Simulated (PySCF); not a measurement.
# Other spins and charges of GeCl⁺, triplet at one geometry

Geometry (PBE0/def2-TZVP stationary point for this spin):

```xyz
2

Ge    0.0000    0.0000    0.0000
Cl    0.0000    0.0000    2.1206
```

Basis cc-pVDZ; PySCF 2.14.0. Correlated methods freeze the noble-gas cores and the filled d shells of p-block atoms. Prefix R: restricted or restricted open-shell reference. No spin–orbit coupling is included, and no scalar relativity.

Gaps are energies of the second state less the first, at fixed atoms, for a selection of the levels run; mean-field and cluster levels share one orbital occupation for each state, and full CI takes the lowest of the symmetries tried.

Task: PBE gives 4.911 eV for quintet less triplet. Estimate what RCCSDT gives in cc-pVDZ.

Result: RCCSDT in cc-pVDZ gives 4.342 eV, so against it PBE is off by 0.569 eV, of which a good part can be the reference's own basis and frozen-core error.

| level | gap (eV) | error (meV) |
| --- | --- | --- |
| RHF | 3.320 | -1022 |
| RMP2 | 4.276 | -66 |
| RCCSD | 4.250 | -92 |
| RCCSD(T) | 4.335 | -7 |
| r2SCAN | 4.521 | 179 |
| PBE0 | 4.638 | 296 |
| B3LYP | 4.931 | 589 |
| wB97M-V | 4.796 | 454 |
| B2PLYP | 4.715 | 373 |

Task: PBE gives -4.090 eV for singlet less triplet. Estimate what RCCSDT gives in cc-pVDZ.

Result: RCCSDT in cc-pVDZ gives -3.921 eV, so against it PBE is off by -0.169 eV, of which a good part can be the reference's own basis and frozen-core error.

```csv
level,gap (eV),error (meV)
RHF,-3.391,530
RMP2,-3.868,53
RCCSD,-3.891,30
RCCSD(T),-3.921,0
r2SCAN,-3.912,9
PBE0,-3.950,-29
B3LYP,-4.122,-201
wB97M-V,-4.102,-181
B2PLYP,-4.059,-138
```

In so small a basis the reference is far from its limit while semilocal and hybrid functionals are nearer theirs (RPA and double hybrids share part of the reference's basis error), so the functionals' errors here hold much of the reference's basis and frozen-core error, which can add to them or hide them.

Full CI isn't at hand for all of this; RCCSDT serves as the reference. It lacks quadruple excitations, which often exceed the step from CCSD(T) to CCSDT.
